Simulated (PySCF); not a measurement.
P₂.
Atom-mapped SMILES: `[P:1]#[P:2]`

Computed with PySCF at PBE0/pcSseg-1 and B3LYP/def2-SVPD, non-relativistic, on one gas-phase PBE0-D3(BJ)/def2-SVP geometry that isn't relaxed in the solvent. The solvent is an IEF-PCM continuum (van der Waals radii × 1.2). Only the electrostatic response of the medium enters.

Gas phase at PBE0/pcSseg-1: HOMO -8.26 eV, LUMO -2.68 eV, dipole 0.00 D.

Task: What does the continuum do to the energy, the frontier levels and the dipole at PBE0/pcSseg-1 in benzene and acetone?

Result: 
| solvent | ε | E(solvent) − E(gas) (kcal/mol) | polarisation term (kcal/mol) | distortion of the solute (kcal/mol) | HOMO (eV) | LUMO (eV) | dipole (D) |
| --- | --- | --- | --- | --- | --- | --- | --- |
| benzene | 2.271 | -0.05 | -0.06 | 0.01 | -8.15 | -2.58 | 0.00 |
| acetone | 20.49 | -0.10 | -0.10 | 0.00 | -8.08 | -2.50 | 0.00 |

Polarisation term: ½ Σ q·V over the induced surface charges. Distortion: the rise of the solute's own energy as its density leaves the gas-phase optimum.

Gas phase at B3LYP/def2-SVPD: HOMO -7.74 eV, LUMO -2.60 eV, dipole 0.00 D.

Task: What does the continuum do to the energy, the frontier levels and the dipole at B3LYP/def2-SVPD in benzene and acetone?

Result: 
| solvent | ε | E(solvent) − E(gas) (kcal/mol) | polarisation term (kcal/mol) | distortion of the solute (kcal/mol) | HOMO (eV) | LUMO (eV) | dipole (D) |
| --- | --- | --- | --- | --- | --- | --- | --- |
| benzene | 2.271 | -0.06 | -0.07 | 0.01 | -7.67 | -2.53 | 0.00 |
| acetone | 20.49 | -0.14 | -0.15 | 0.01 | -7.63 | -2.48 | 0.00 |

Task: How does the static polarisability (B3LYP/def2-SVPD, frozen core, with the continuum's full static response) change?

Result: 
| medium | isotropic (au) | principal values (au) | ⟨r²⟩ of the electrons (bohr²) |
| --- | --- | --- | --- |
| gas | 45.8 | 35.8, 35.8, 66.0 | 152.8 |
| benzene | 54.9 | 41.7, 41.7, 81.4 | 152.7 |
| acetone | 68.3 | 51.0, 51.1, 102.9 | 152.7 |

The isotropic value in acetone is 1.49 times the gas-phase one; no cavity-field correction is applied. ⟨r²⟩ is taken about the centre of nuclear charge.
